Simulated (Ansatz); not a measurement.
Results of PBE (plane waves, PAW; Ansatz, a quantum-chemistry and plane-wave program) for diamond-structure Si.

Run with plane-wave cutoff 500 eV, 10×10×10 k mesh, gaussian smearing 0.02 eV, scalar-relativistic PAW data made under PBE.

Cell (relaxed at this level):

Si is modelled in the cubic space group Fd-3m, origin choice 1 (No. 227), the diamond structure, Pearson symbol cF8. Lattice parameters: a = 5.470 Å, b = 5.470 Å, c = 5.470 Å, α = 90.00°, β = 90.00°, γ = 90.00°. Si on 8b has 4 Si at 2.369 Å (tetrahedral). (Neighbours: up to the widest gap in distance over summed covalent radii, below 1.35, at either atom.)
(The calculation used a cell of 2 atoms; values per cell refer to that cell.)

Q: What does this level give for the band gap?

A: 
- band gap = 0.62 eV (on the SCF k mesh)

Measured, for comparison: band gap 1.23 eV (zero-point renormalisation of 0.06 eV added back here (the table's ZPR column); inputs from Chen et al. (2018), doi:10.1103/physrevmaterials.2.073803). Computed (rounded) less measured: band gap -0.61 eV.

Computed values are for the static lattice.
